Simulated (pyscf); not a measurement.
Thermochemistry of product channels of `[CH3][C]#[N]` on the singlet surface, in eV, from CCSD(T)/def2-TZVPP + ΔMP2(QZVPP) energies (ideal gas, 1 atm, RRHO with modes under 100 cm⁻¹ raised to 100, one conformer, R ln 2 for rigid chiral ones). Structures and frequencies: ωB97X-D3(BJ)/def2-SVP in PySCF. Correlated levels are frozen-core, on RHF or UHF. ΔMP2 is the change of the MP2 total energy from the triple- to the quadruple-zeta basis.

```tsv
products	ΔE	ΔH(298 K)	ΔG(298 K)	ΔG(1200 K)
`[CH2]=[C]=[NH]`	+1.22	+1.18	+1.15	+1.05
`[CH]1=[N][CH2]1`	+2.09	+2.07	+2.07	+2.06
`[C-]#[N+][CH3]`	+1.05	+1.05	+1.04	+1.02
`[CH]#[C][NH2]`	+1.84	+1.82	+1.80	+1.65
```

These are energies of the channels, which say nothing of barriers. The CCSD(T) − MP2 part came from Ansatz, without density fitting, on the same reference.
